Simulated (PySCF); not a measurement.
Where the electron goes

Compound: C3H5FS.
Numbering: `[CH3:1][C@@H:2]1[S:3][C@@H:4]1[F:5]` (hydrogens: H6, H7, H8 on C1; H9 on C2; H10 on C4)

Cartesian coordinates in Å at the PBE0-D3(BJ)/def2-SVP level; atoms count from 1:
```xyz
10
C3H5FS angstrom
C      1.2145   -0.0276    0.2326
C     -0.0295    0.3156   -0.5369
S     -1.1382    1.6223    0.1111
C     -1.3398   -0.1560   -0.0493
F     -1.3559   -0.8997    1.0761
H      1.5846   -1.0192   -0.0762
H      1.0113   -0.0511    1.3109
H      2.0081    0.7078    0.0397
H      0.0893    0.3532   -1.6271
H     -2.1056   -0.4985   -0.7552
```

Computed, not measured: PySCF 2.14.0, density-fitted response routines, TDDFT CAM-B3LYP/def2-SVPD, vertical, gas phase, core orbitals frozen in the response.

Kohn–Sham orbitals with the atoms that hold most of them (Löwdin shares over 4%, at most four atoms; ? is withheld):

```tsv
orbital	ε (eV)	atoms
HOMO-3	-12.46	C1 38%, H7 20%, C2 17%, H9 6%
HOMO-2	-10.23	S3 32%, C4 25%, F5 18%, C2 15%
HOMO-1	-10.19	?
HOMO	-8.41	?
LUMO	0.81	S3 59%, C2 16%, C4 11%
LUMO+1	1.24	S3 28%, C4 12%, C1 11%, H10 11%
LUMO+2	1.47	S3 78%, C2 5%, C4 4%
```

Task: Which atoms hold the HOMO, and with what shares?

Result: S3 (bonded to 2 C) 74%; C2 (bonded to 2 C, S and H) 9%; C4 (bonded to C, F, S and H) 7%. By element: sulfur 74%, carbon 16% or more.

Task: Which atoms hold the HOMO-1, and with what shares?

Result: S3 (bonded to 2 C) 40%; C2 (bonded to 2 C, S and H) 22%; C4 (bonded to C, F, S and H) 10%; C1 (bonded to C and 3 H) 8%. By element: carbon 40%, sulfur 40%.

Task: The HOMO–LUMO gap is 9.21 eV. Where does the response calculation put the lowest singlet, and from which orbitals?

Result: S1 is at 5.04 eV (f = 0.0003), 4.17 eV below the gap, made of HOMO→LUMO (91%). 

Task: Give energy, strength and leading configuration of S1 and S3, and follow the Löwdin shares of the leading atoms from the occupied to the empty orbital.

Result: 
- S1 (5.04 eV, f 0.0003), HOMO→LUMO (91%): S3 74% → 59%, C2 9% → 16%
- S3 (6.72 eV, f 0.048), HOMO→LUMO+1 (90%): S3 74% → 28%, C2 9% → at most 11%, C4 7% → 12%

The run took 27 s of wall time on an Arm Neoverse V2 with one thread, on a shared host.
